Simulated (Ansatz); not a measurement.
A made-up structure of C2H4B (charge +1), closed shell:

```csv
atom,x (Å),y (Å),z (Å)
C1,-1.3908,-1.1933,-0.3813
B2,-0.3023,-0.3282,-0.0554
C3,0.7912,0.6129,0.2431
H4,-2.2130,-1.8486,-0.6261
H5,0.4993,1.5402,-0.3048
H6,0.8559,0.9004,1.2974
H7,-1.7766,-1.2953,0.6007
```

It is relaxed with PBE-D4/def2-SVP and then PBE0-D4/def2-TZVP (Ansatz 0.2.0). Atoms count as bonded within 1.22 times the sum of their covalent radii (H–H: 0.88 Å). The end point is not checked to be a true minimum.

(1) Does its bonding change? (Judge from chemistry; the calculation decides.)

Results:

(1) Computed: No: no bond forms or breaks.

Where it ends: The first stage lowers the energy by 2.23 eV in 9 steps. It ends as C₂H₄B ([CH2][B][CH2]), total charge +1:
```json
{"atom": "C1", "x (Å)": "-1.4856", "y (Å)": "-1.2511", "z (Å)": "-0.0391"}
{"atom": "B2", "x (Å)": "-0.5053", "y (Å)": "-0.2301", "z (Å)": "0.1095"}
{"atom": "C3", "x (Å)": "0.4750", "y (Å)": "0.7907", "z (Å)": "0.2596"}
{"atom": "H4", "x (Å)": "-1.9556", "y (Å)": "-1.4739", "z (Å)": "-0.9978"}
{"atom": "H5", "x (Å)": "0.8117", "y (Å)": "1.4041", "z (Å)": "-0.5770"}
{"atom": "H6", "x (Å)": "0.9423", "y (Å)": "1.0136", "z (Å)": "1.2196"}
{"atom": "H7", "x (Å)": "-1.8188", "y (Å)": "-1.8651", "z (Å)": "0.7985"}
```

Labels in which every atom is bracketed show which atoms are joined, not bond orders.

For scale, one of the runs: PBE0-D4/def2-TZVP relaxation, 117 basis functions, launched by `ansatz run in.yaml --threads 2 --pin off --events-out ev --progress --plain --max-ram 4352MiB`. The run took about 6.5 s on 2 CPU threads of an Arm Neoverse V2 (shared host).
